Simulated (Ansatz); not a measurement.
# How far each method lies from full CI for SiH2, triplet

Geometry: MP2(full)/6-31G*, from the G2/97 set.

```csv
atom,x (Å),y (Å),z (Å)
Si,0.0000,0.0000,0.0508
H,0.0000,1.2719,-0.7081
H,0.0000,-1.2719,-0.7081
```

Basis cc-pV(D+d)Z; Ansatz 0.2.0. Correlated methods freeze the noble-gas cores, which leaves 6 electrons in 28 orbitals. Prefix R: restricted or restricted open-shell reference; prefix U: unrestricted. Active spaces: valence = (6e, 6o) chosen from the atoms' valence shells.

Full CI is exact within this basis and frozen core; it isn't the basis-set limit. The frozen core follows each run's orbitals, which can shift R against U totals by a few meV.

For open shells CISD and CISDTQ are restricted-active-space CI with the open shells as a complete middle space.

The UHF ⟨S²⟩ is 2.006 and the T1 diagnostic (RCCSD) is 0.0204. The largest doubles amplitude (RCCSD) is 0.044 and the T1 diagnostic (UCCSD) is 0.0152.

```tsv
level	E − E(RHF) (eV)
UHF	-0.0482
RMP2	-2.0156
UMP2	-2.0200
RCCSD	-2.6229
UCCSD	-2.6238
RCCSD(T)	-2.6752
UCCSD(T)	-2.6756
```

Estimate how far full CI in cc-pV(D+d)Z lies from RCCSD(T). The table doesn't fix it; the size of (T) and the diagnostics are the guide.

Full CI in cc-pV(D+d)Z lies 1.7 kJ/mol below RCCSD(T), which is 35 % of the (T) step (-5.0 kJ/mol). The diagnostics give no warning, yet the rest is a sizeable part of (T).

The other levels:

```tsv
level	E − E(full CI) (kJ/mol)	share of correlation (%)	wall time
CISD	12.5	95.19	0.51 s
BCCD(T)	1.8	99.33	0.54 s
RCCSDT	0.1	99.95	–
UCCSDT	0.1	99.97	–
CISDTQ	0.1	99.95	2.1 s
RCCSDT(Q)	0.0	99.99	2.6 s
UCCSDT(Q)	0.0	100.00	2.5 s
RCCSDTQ	0.0	100.00	3.8 s (H100)
UCCSDTQ	0.0	100.01	3.7 s (H100)
CASSCF (valence space)	180.7	30.48	–
NEVPT2 (valence space)	58.1	77.63	0.39 s
NEVPT4(SD) (valence space)	9.2	96.48	0.66 s
MRCISD (valence space)	7.8	97.01	–
MRCISD+Q (valence space)	0.5	99.81	0.75 s
```

The correlation energy at full CI, counted from RHF, is -2.693 eV. That run took 7.5 s on 1 thread of AMD EPYC 7R13, shared host over 2,679,560 determinants.

Times hold each run's SCF and search for its determinant on a shared host, so for small cases they say little of a method's own cost; rows without a card ran on 1 thread of AMD EPYC 7R13.

The full-CI state has the irrep B1 of C2v, in the program's axes.

Natural occupations of full CI about the gap: 1.955 1.946 0.992 0.987 0.031 0.022 0.011 0.009 0.009 0.009; effectively unpaired electrons, Σ n²(2−n)², 2.03.

Atomization energy (electronic, same basis, no zero-point term; atoms at the same level, unrestricted beside the R rows where the molecule is a closed shell, with restricted open-shell steps beyond CCSDT(Q)) at full CI: 516.0 kJ/mol. Errors of other levels:

```csv
level,error (kJ/mol)
RHF,-74.9
UHF,-80.1
RMP2,-8.9
UMP2,-9.3
CISD,-6.9
RCCSD,-2.3
UCCSD,-2.6
RCCSD(T),-0.4
UCCSD(T),-0.4
BCCD(T),-0.4
RCCSDT,0.0
UCCSDT,0.0
CISDTQ,-0.1
RCCSDT(Q),0.0
UCCSDT(Q),0.0
RCCSDTQ,0.0
UCCSDTQ,0.0
CASSCF (valence space),-30.5
NEVPT2 (valence space),-18.1
NEVPT4(SD) (valence space),-8.4
MRCISD (valence space),-4.4
MRCISD+Q (valence space),-5.0
```

This basis is far from its limit, so the value isn't to be set against a measured one. Truncated CI isn't size-consistent, which counts against it in atomization.
